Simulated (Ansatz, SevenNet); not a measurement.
For fluorite SrCl2, the machine-learned potential SevenNet-0 (trained on PBE and PBE+U data) gives:

```
Item                          Value
-------------------------  --------
elastic constant C11       70.1 GPa
elastic constant C44       10.4 GPa
polycrystal shear modulus  14.9 GPa
```

Question: What does B3LYP (VWN-RPA form) (Ansatz, a quantum-chemistry and plane-wave program, PAW) give for the same quantities?

Answer: 
- elastic constant C11: 67.4 GPa (decreases by 3.9 %)
- elastic constant C44: 8.3 GPa (shrinks by 20 %)
- Voigt–Reuss–Hill shear modulus: 13.3 GPa (falls by 11 %)

Changes are worked out from the printed values.

Unless a cell is named, each level is at its own relaxed cell (SevenNet-0 29.21, B3LYP (VWN-RPA form) 29.73 Å³/atom).

Ansatz's density-functional and Hartree–Fock values are scalar-relativistic unless marked +SOC, with PAW data made under PBE.
